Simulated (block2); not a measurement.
# C2H2S (ethenethione): DMRG/ANO-RCC-MB

Aim: the vertical ionisation energy of C2H2S (ethenethione) at DMRG/ANO-RCC-MB, from 2 runs. 

The calculation is run with block2 0.5.4.

6 further runs of the same task are left out: 3 that didn't finish, 3 set aside as unsound or not needed.

### Step 1. The structure to begin with

C2H2S has 5 atoms, charge 0, and is taken as a singlet. SMILES: `C=C=S`. The shape is that of a GFN2-xTB optimisation.

Bond lengths: C1–C2 1.293 Å, C2–S3 1.556 Å, C1–H4 1.076 Å, C1–H5 1.076 Å. Angles: C1–C2–S3 180.0°, C2–C1–H4 121.7°, C2–C1–H5 121.5°, H4–C1–H5 116.8°.

### Step 2. The energy at DMRG/ANO-RCC-MB

integrals.py reads:

```python
from pyscf import ao2mo, cc, dft, gto, mcscf, mp, scf
from pyscf.tools import fcidump

mol = gto.M(atom=[
    ("C", (0.541180, -0.245730, 0.102180)),
    ("C", (-0.618700, 0.281840, -0.117850)),
    ("S", (-2.015260, 0.915970, -0.382130)),
    ("H", (1.398870, 0.005340, -0.497160)),
    ("H", (0.693920, -0.957420, 0.894970)),
], basis="ano-rcc-mb", spin=0, verbose=3)
print("nao                      = %d" % (mol.nao))
mf = scf.RHF(mol)
mf.conv_tol = 1e-10
mf.max_cycle = 200
mf.kernel()
if not mf.converged:
    mf = mf.newton().run(mf.mo_coeff, mf.mo_occ)
print(f"E(HF)                    = {mf.e_tot:.10f}")
ref = mf
pt = mp.MP2(ref, frozen=7).run()
mycc = cc.CCSD(ref, frozen=7)
mycc.max_cycle = 150
mycc.kernel()
print(f"MP2 total energy         = {pt.e_tot:.10f}")
if mycc.converged:
    print(f"E(CCSD)                  = {mycc.e_tot:.10f}")
    print(f"E(CCSD(T))               = {mycc.e_tot + mycc.ccsd_t():.10f}")
    print("T1 diagnostic            = %.4f" % (mycc.get_t1_diagnostic()))
ks = dft.RKS(mol, xc="blyp").set(conv_tol=1e-9, verbose=3).run()
if ks.converged:
    print("E(BLYP)                  = %.8f" % (ks.e_tot))
ks = dft.RKS(mol, xc="m06l").set(conv_tol=1e-9, verbose=3).run()
if ks.converged:
    print("E(M06-L)                 = %.8f" % (ks.e_tot))
ks = dft.RKS(mol, xc="m062x").set(conv_tol=1e-9, verbose=3).run()
if ks.converged:
    print("E(M06-2X)                = %.8f" % (ks.e_tot))
ks = dft.RKS(mol, xc="b3lyp").set(conv_tol=1e-9, verbose=3).run()
if ks.converged:
    print(f"E(B3LYP)                 = {ks.e_tot:.8f}")
occ_no, mo = mcscf.addons.make_natural_orbitals(mp.MP2(mf, frozen=7).run())
mf.mo_coeff = mo
cas = mcscf.CASCI(mf, 14, 16)
h1, ecore = cas.get_h1eff()
fcidump.from_integrals("FCIDUMP", h1, cas.get_h2eff(), 14, 16, nuc=ecore, ms=0)
```

block.conf reads:

```
sym c1
orbitals FCIDUMP
nelec 16
spin 0
irrep 1
occ 2 2 2 2 2 2 2 2 0 0 0 0 0 0
cbias 0.2
schedule
0 100 1E-08 1E-04
4 150 1E-08 1E-04
6 200 1E-08 1E-05
10 200 1E-09 0.0
end
maxiter 16
sweep_tol 1E-06
fiedler
mem 1g
num_thrds 1
prefix ./tmp
outputlevel 1
onepdm
```

Launch:

```sh
$ python integrals.py && block2main block.conf
```

Log:

```text
$ python integrals.py
nao                      = 21
converged SCF energy = -473.919532678524
E(HF)                    = -473.9195326785
E(RMP2) = -474.067636748132  E_corr = -0.148104069608479
E(SCS-RMP2) = -474.069850765005  E_corr = -0.150318086480737
E(CCSD) = -474.0919961616739  E_corr = -0.1724634831500701
MP2 total energy         = -474.0676367481
E(CCSD)                  = -474.0919961617
CCSD(T) correction = -0.00461159136608947
E(CCSD(T))               = -474.0966077530
T1 diagnostic            = 0.0153
converged SCF energy = -475.102686135
E(BLYP)                  = -475.10268613
converged SCF energy = -475.106761779337
E(M06-L)                 = -475.10676178
converged SCF energy = -475.086656951939
E(M06-2X)                = -475.08665695
converged SCF energy = -475.144068660049
E(B3LYP)                 = -475.14406866
E(RMP2) = -474.067636748132  E_corr = -0.148104069608479
E(SCS-RMP2) = -474.069850765005  E_corr = -0.150318086480737

$ block2main block.conf

********************************** INPUT START **********************************
sym                                                             c1
orbitals                                                   FCIDUMP
nelec                                                           16
spin                                                             0
irrep                                                            1
occ                                    2 2 2 2 2 2 2 2 0 0 0 0 0 0
cbias                                                          0.2
maxiter                                                         16
sweep_tol                                                    1E-06
fiedler
mem                                                             1g
num_thrds                                                        1
prefix                                                       ./tmp
outputlevel                                                      1
onepdm
schedule                  Sweep   0-   3 : Mmps =   100 Noise =    0.0001 DavTol =     1e-08
                          Sweep   4-   5 : Mmps =   150 Noise =    0.0001 DavTol =     1e-08
                          Sweep   6-   9 : Mmps =   200 Noise =     1e-05 DavTol =     1e-08
                          Sweep  10-  15 : Mmps =   200 Noise =         0 DavTol =     1e-09
********************************** INPUT END   **********************************

SPIN ADAPTED - REAL DOMAIN - DOUBLE PREC
qc mpo type =  QCTypes.Conventional
 UseMainStack = 0 MinDiskUsage = 1 MinMemUsage = 0 IBuf = 0 OBuf = 0
 FPCompression: prec = 1.00e-16 chunk = 1024
 IMain = 0 B / 66.8 MB DMain = 0 B / 343 MB ISeco = 0 B / 28.6 MB DSeco = 0 B / 515 MB
 OpenMP = 1 TBB = 0 BLIS = 0 MKL = GNU 2024.0.2 SeqType = Tasked AlignType = None MKLIntLen = 4
 THREADING = 2 layers : Global | Operator BatchedGEMM
 NUMBER : Global = 1 Operator = 1 Quanta = 0 MKL = 1
 COMPLEX = 1 SINGLE-PREC = 1 KSYMM = 0
using fiedler reorder =  [13 12  3  1  4 11  6  8 10  5  9  7  0  2]
read integral finished 0.0648624310000514
integral sym error =            0
MinMPOMemUsage =  False
MPS =  CCRRRRRRRRRRRR 0 2 < N=16 S=0 PG=0 >
GS INIT MPS BOND DIMS =       1     3    10    35   105   114   119   113   119   114   105    35    10     3     1
pre-mpo memory usage =  168 MB
build mpo start ...
build mpo finished ... Tread = 0.000 Twrite = 0.000 T = 0.085
simpl mpo start ...
simpl mpo finished ... Tread = 0.000 Twrite = 0.000 T = 0.286
GS MPO BOND DIMS =      19    26    37    52    71    94   121    94    71    52    37    26    19     1
build 1pdm mpo 0.572554322999963
build identity mpo 0.5767497269999922
memory usage =  187 MB
para mpo finished 0.5790262680000069
env init finished 1.4310314660000358

Sweep =    0 | Direction =  forward | Bond dimension =  100 | Noise =  1.00e-04 | Dav threshold =  1.00e-08
Time elapsed =      6.663 | E =    -474.0780990519 | DW = 5.89856e-06

Sweep =    1 | Direction = backward | Bond dimension =  100 | Noise =  1.00e-04 | Dav threshold =  1.00e-08
Time elapsed =     10.568 | E =    -474.0971730846 | DE = -1.91e-02 | DW = 3.21084e-05

Sweep =    2 | Direction =  forward | Bond dimension =  100 | Noise =  1.00e-04 | Dav threshold =  1.00e-08
Time elapsed =     13.511 | E =    -474.0973506942 | DE = -1.78e-04 | DW = 4.28229e-05

Sweep =    3 | Direction = backward | Bond dimension =  100 | Noise =  1.00e-04 | Dav threshold =  1.00e-08
Time elapsed =     16.266 | E =    -474.0974493626 | DE = -9.87e-05 | DW = 4.12113e-05

Sweep =    4 | Direction =  forward | Bond dimension =  150 | Noise =  1.00e-04 | Dav threshold =  1.00e-08
Time elapsed =     20.468 | E =    -474.0975595715 | DE = -1.10e-04 | DW = 1.28977e-05

Sweep =    5 | Direction = backward | Bond dimension =  150 | Noise =  1.00e-04 | Dav threshold =  1.00e-08
Time elapsed =     26.019 | E =    -474.0976183587 | DE = -5.88e-05 | DW = 1.80431e-05

Sweep =    6 | Direction =  forward | Bond dimension =  200 | Noise =  1.00e-05 | Dav threshold =  1.00e-08
Time elapsed =     32.514 | E =    -474.0976682633 | DE = -4.99e-05 | DW = 7.01135e-06

Sweep =    7 | Direction = backward | Bond dimension =  200 | Noise =  1.00e-05 | Dav threshold =  1.00e-08
Time elapsed =     40.127 | E =    -474.0976999422 | DE = -3.17e-05 | DW = 8.98813e-06

Sweep =    8 | Direction =  forward | Bond dimension =  200 | Noise =  1.00e-05 | Dav threshold =  1.00e-08
Time elapsed =     47.742 | E =    -474.0977104626 | DE = -1.05e-05 | DW = 9.75711e-06

Sweep =    9 | Direction = backward | Bond dimension =  200 | Noise =  1.00e-05 | Dav threshold =  1.00e-08
Time elapsed =     55.567 | E =    -474.0977123248 | DE = -1.86e-06 | DW = 9.64138e-06

Sweep =   10 | Direction =  forward | Bond dimension =  200 | Noise =  0.00e+00 | Dav threshold =  1.00e-09
Time elapsed =     62.242 | E =    -474.0977130048 | DE = -6.80e-07 | DW = 9.26562e-06

Final canonical form =  LLLLLLLLLLLLLC 12
DMRG Energy = -474.097713004792524
npdm string = ['(C+D)0']

Build NPDM MPO | Nsites =    14 | Nmaxops =  2 | SymbolFree = T | Cutoff = 0.00e+00
 Site =     0 /    14 .. L =        4 R =        1 M =            0 Tmid = 0.000 T = 0.000
 Site =     1 /    14 .. L =        4 R =       27 M =           27 Tmid = 0.000 T = 0.000
 Site =     2 /    14 .. L =        4 R =       25 M =           25 Tmid = 0.000 T = 0.000
 Site =     3 /    14 .. L =        4 R =       23 M =           23 Tmid = 0.000 T = 0.000
 Site =     4 /    14 .. L =        4 R =       21 M =           21 Tmid = 0.000 T = 0.000
 Site =     5 /    14 .. L =        4 R =       19 M =           19 Tmid = 0.000 T = 0.000
 Site =     6 /    14 .. L =        4 R =       17 M =           17 Tmid = 0.000 T = 0.000
 Site =     7 /    14 .. L =        4 R =       15 M =           15 Tmid = 0.000 T = 0.000
 Site =     8 /    14 .. L =        4 R =       13 M =           13 Tmid = 0.000 T = 0.000
 Site =     9 /    14 .. L =        4 R =       11 M =           11 Tmid = 0.000 T = 0.000
 Site =    10 /    14 .. L =        4 R =        9 M =            9 Tmid = 0.000 T = 0.000
 Site =    11 /    14 .. L =        4 R =        7 M =            7 Tmid = 0.000 T = 0.000
 Site =    12 /    14 .. L =        4 R =        5 M =            5 Tmid = 0.000 T = 0.000
 Site =    13 /    14 .. L =        1 R =        4 M =            4 Tmid = 0.000 T = 0.000
Ttotal =      0.001

Expectation | Direction = backward | BRA bond dimension =  200 | KET bond dimension =  200
Time elapsed =      0.876
NPDM Sorting | Nsites =    14 | Nmaxops =  2 | DotSite = 2 | SymbolFree = T | Compressed = T | LowMem = F | Mem = 1.53 KB
Ttotal =      0.000

DMRG OCC =   1.997 1.984 1.982 1.974 1.976 1.971 1.921 1.914 0.097 0.096 0.033 0.017 0.020 0.019
```

Wall time 1.8 min (1 thread of Intel Xeon at 2.50GHz (Skylake/Cascade Lake), shared host); peak memory 0.3 GiB.

### Step 3. The doublet cation: a single-point energy at DMRG/ANO-RCC-MB

make_fcidump.py reads:

```python
from pyscf import ao2mo, cc, dft, gto, mcscf, mp, scf
from pyscf.tools import fcidump

geom = """
C      1.02268198    -0.46436240     0.19309222
C     -1.16917355     0.53260041    -0.22270422
S     -3.80828947     1.73093244    -0.72212104
H      2.64348118     0.01009114    -0.93949624
H      1.31131875    -1.80926159     1.69124819
"""
mol = gto.M(
    atom=geom,
    basis="ano-rcc-mb",
    unit="bohr",
    charge=1,
    spin=1,
    verbose=3,
)
print("basis functions          = %d" % (mol.nao))
mf = scf.ROHF(mol)
mf.conv_tol = 1e-10
mf.max_cycle = 200
mf.kernel()
if not mf.converged:
    mf = mf.newton().run(mf.mo_coeff, mf.mo_occ)
print(f"E(SCF)                   = {mf.e_tot:.10f}")
# single-reference ladder for comparison
ref = scf.UHF(mol).run(mf.make_rdm1(), conv_tol=1e-10)
pt = mp.MP2(ref, frozen=7).run()
mycc = cc.CCSD(ref, frozen=7)
mycc.max_cycle = 150
mycc.kernel()
print(f"MP2 total energy         = {pt.e_tot:.10f}")
if mycc.converged:
    print(f"E(CCSD)                  = {mycc.e_tot:.10f}")
    print(f"E(CCSD(T))               = {mycc.e_tot + mycc.ccsd_t():.10f}")
# a few density functionals on the same geometry and basis
ks = dft.UKS(mol, xc="blyp").set(conv_tol=1e-9, verbose=3).run(mf.make_rdm1())
if ks.converged:
    print(f"E(BLYP)                  = {ks.e_tot:.8f}")
ks = dft.UKS(mol, xc="m06l").set(conv_tol=1e-9, verbose=3).run(mf.make_rdm1())
if ks.converged:
    print(f"E(M06-L)                 = {ks.e_tot:.8f}")
ks = dft.UKS(mol, xc="m062x").set(conv_tol=1e-9, verbose=3).run(mf.make_rdm1())
if ks.converged:
    print("E(M06-2X)                = %.8f" % (ks.e_tot))
ks = dft.UKS(mol, xc="b3lyp").set(conv_tol=1e-9, verbose=3).run(mf.make_rdm1())
if ks.converged:
    print("E(B3LYP)                 = %.8f" % (ks.e_tot))
# natural orbitals of MP2 give a compact matrix product state
occ_no, mo = mcscf.addons.make_natural_orbitals(mp.MP2(mf.to_uhf(), frozen=7).run())
mf.mo_coeff = mo
# write the integrals of the correlated orbitals
cas = mcscf.CASCI(mf, 14, 15)
h1, ecore = cas.get_h1eff()
fcidump.from_integrals("FCIDUMP", h1, cas.get_h2eff(), 14, 15, nuc=ecore, ms=1)
```

input.conf reads:

```
sym c1
orbitals FCIDUMP
nelec 15
spin 1
irrep 1
schedule
0 150 1E-07 1E-04
2 200 1E-07 1E-05
6 200 1E-08 0.0
end
maxiter 12
sweep_tol 1E-07
fiedler
mem 1g
num_thrds 1
prefix ./tmp
outputlevel 2
onepdm
```

Launch:

```sh
$ python make_fcidump.py && block2main input.conf
```

Log:

```text
$ python make_fcidump.py
basis functions          = 21
converged SCF energy = -473.564107495411
E(SCF)                   = -473.5641074954
converged SCF energy = -473.58035490443  <S^2> = 1.0135022  2S+1 = 2.2481123
E(UMP2) = -473.703463086001  E_corr = -0.123108181570957
E(SCS-UMP2) = -473.702467127246  E_corr = -0.122112222815979
E(UCCSD) = -473.7406926819516  E_corr = -0.160337777521482
MP2 total energy         = -473.7034630860
E(CCSD)                  = -473.7406926820
UCCSD(T) correction = -0.00320976275211162
E(CCSD(T))               = -473.7439024447
converged SCF energy = -474.711609823711  <S^2> = 0.75827259  2S+1 = 2.0082556
E(BLYP)                  = -474.71160982
converged SCF energy = -474.707220549586  <S^2> = 0.76769979  2S+1 = 2.0176222
E(M06-L)                 = -474.70722055
converged SCF energy = -474.686906310349  <S^2> = 0.77642666  2S+1 = 2.0262543
E(M06-2X)                = -474.68690631
converged SCF energy = -474.746561722469  <S^2> = 0.76962939  2S+1 = 2.019534
E(B3LYP)                 = -474.74656172
E(UMP2) = -473.704157862261  E_corr = -0.14005036685049
E(SCS-UMP2) = -473.704761694849  E_corr = -0.140654199438777

$ block2main input.conf

[... 64 lines left out ...]
 --> Site =    1-   2 .. Mmps =   10 Ndav =  26 E =   -469.9508276640 Error = 0.00e+00 FLOPS = 5.18e+08 Tdav = 0.03 T = 0.05
[... 21 lines left out ...]
 <-- Site =   11-  12 .. Mmps =   10 Ndav =   1 E =   -473.7428915776 Error = 0.00e+00 FLOPS = 1.02e+09 Tdav = 0.00 T = 0.05
[... 21 lines left out ...]
 --> Site =    1-   2 .. Mmps =   10 Ndav =   1 E =   -473.7453338279 Error = 0.00e+00 FLOPS = 4.82e+08 Tdav = 0.01 T = 0.11
[... 21 lines left out ...]
 <-- Site =   11-  12 .. Mmps =   10 Ndav =   1 E =   -473.7455841073 Error = 0.00e+00 FLOPS = 1.24e+09 Tdav = 0.00 T = 0.10
[... 21 lines left out ...]
 --> Site =    1-   2 .. Mmps =   10 Ndav =   1 E =   -473.7455833576 Error = 0.00e+00 FLOPS = 1.10e+09 Tdav = 0.00 T = 0.06
[... 21 lines left out ...]
 <-- Site =   11-  12 .. Mmps =   10 Ndav =   1 E =   -473.7456072672 Error = 0.00e+00 FLOPS = 5.33e+08 Tdav = 0.01 T = 0.11
[... 21 lines left out ...]
 --> Site =    1-   2 .. Mmps =   10 Ndav =   1 E =   -473.7455978372 Error = 0.00e+00 FLOPS = 5.15e+08 Tdav = 0.01 T = 0.10
[... 21 lines left out ...]
 <-- Site =   11-  12 .. Mmps =   10 Ndav =   1 E =   -473.7456116133 Error = 0.00e+00 FLOPS = 3.70e+08 Tdav = 0.00 T = 0.02
[... 21 lines left out ...]
 --> Site =    1-   2 .. Mmps =   10 Ndav =   1 E =   -473.7455999950 Error = 0.00e+00 FLOPS = 5.13e+08 Tdav = 0.00 T = 0.04
[... 20 lines left out ...]
DMRG Energy = -473.745731402696890
[... 43 lines left out ...]
 <-- Site =    5-   6 .. Nterms =           17 Error =  0.000001810235/ 0.000000000000 FLOPS = 4.48e+09 Tmult = 0.01 T = 0.08
 <-- Site =    4-   5 .. Nterms =           19 Error =  0.000001532947/ 0.000000000000 FLOPS = 5.62e+09 Tmult = 0.01 T = 0.11
 <-- Site =    3-   4 .. Nterms =           21 Error =  0.000000011112/ 0.000000000000 FLOPS = 1.67e+09 Tmult = 0.01 T = 0.08
 <-- Site =    2-   3 .. Nterms =           23 Error =  0.000000000000/ 0.000000000000 FLOPS = 4.64e+08 Tmult = 0.01 T = 0.12
 <-- Site =    1-   2 .. Nterms =           25 Error =  0.000000000000/ 0.000000000000 FLOPS = 5.41e+08 Tmult = 0.00 T = 0.09
 <-- Site =    0-   1 .. Nterms =           27 Error =  0.000000000000/ 0.000000000000 FLOPS = 3.50e+08 Tmult = 0.00 T = 0.04
[... 7 lines left out ...]
NPDM Sorting | Nsites =    14 | Nmaxops =  2 | DotSite = 2 | SymbolFree = T | Compressed = T | LowMem = F | Mem = 1.53 KB
 Site =     0 ..  T = 0.000
 Site =     1 ..  T = 0.000
 Site =     2 ..  T = 0.000
 Site =     3 ..  T = 0.000
 Site =     4 ..  T = 0.000
 Site =     5 ..  T = 0.000
 Site =     6 ..  T = 0.000
 Site =     7 ..  T = 0.000
 Site =     8 ..  T = 0.000
 Site =     9 ..  T = 0.000
 Site =    10 ..  T = 0.000
 Site =    11 ..  T = 0.000
 Site =    12 ..  T = 0.000
Ttotal =      0.001

DMRG OCC =   1.996 1.983 1.973 1.975 1.969 1.907 1.887 1.019 0.105 0.098 0.035 0.016 0.019 0.019
```

Run time: 3 min. Hardware: 1 thread of Intel Xeon at 2.50GHz (Skylake/Cascade Lake), shared host; peak memory 0.34 GiB.

### Step 4. Results

Level: DMRG/ANO-RCC-MB, 7 core orbitals frozen.

| quantity | value |
| --- | --- |
| run 1, DMRG/ANO-RCC-MB: total energy | -474.09771 Eh |
| run 1, DMRG/ANO-RCC-MB: T1 diagnostic of the CCSD step | 0.015 |
| doublet cation: total energy | -473.74573 Eh |
| vertical ionisation energy (to the doublet cation) | 9.578 eV |

**Reading.** The vertical ionisation energy comes to 9.58 eV (221 kcal/mol). In a minimal basis such a difference can be off by several eV, whatever the method. The basis (run 1, DMRG/ANO-RCC-MB) was made for a relativistic Hamiltonian, but the run is non-relativistic. The basis (doublet cation) was made for a relativistic Hamiltonian, but the run is non-relativistic.
